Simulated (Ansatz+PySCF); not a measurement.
Results of a calculation; reference values are marked as such.
## Several solutions for triplet B₂

```
atom   x (Å)   y (Å)    z (Å)
   B  0.0000  0.0000  -1.9671
   B  0.0000  0.0000   1.9671
```

Basis set: 6-31G (spherical functions). Charge 0, multiplicity 3.

PBE0 (unrestricted) was run from several starts with Ansatz (development build ahead of 0.2.0) and PySCF 2.14.0.

```json
{"run": "A", "program": "Ansatz", "start": "search for the lowest state", "converged": "yes", "energy (hartree)": "-49.21947", "<S²>": "2.00"}
{"run": "B", "program": "Ansatz", "start": "stability test followed", "converged": "yes", "energy (hartree)": "-49.21947", "<S²>": "2.00"}
{"run": "C", "program": "PySCF", "start": "program defaults", "converged": "yes", "energy (hartree)": "-49.20053", "<S²>": "2.00"}
{"run": "D", "program": "Ansatz", "start": "atomic start, no search", "converged": "yes", "energy (hartree)": "-49.20053", "<S²>": "2.00"}
```

(1) Which runs reached the lowest solution of this kind, and what is wrong with the others?

Results:

(1) A, B reached the lowest solution found. Converged but too high: C by 0.52 eV, D by 0.52 eV. Convergence only shows a stationary point, and even a stable one can lie too high; stability tests and further starts are what find lower ones.
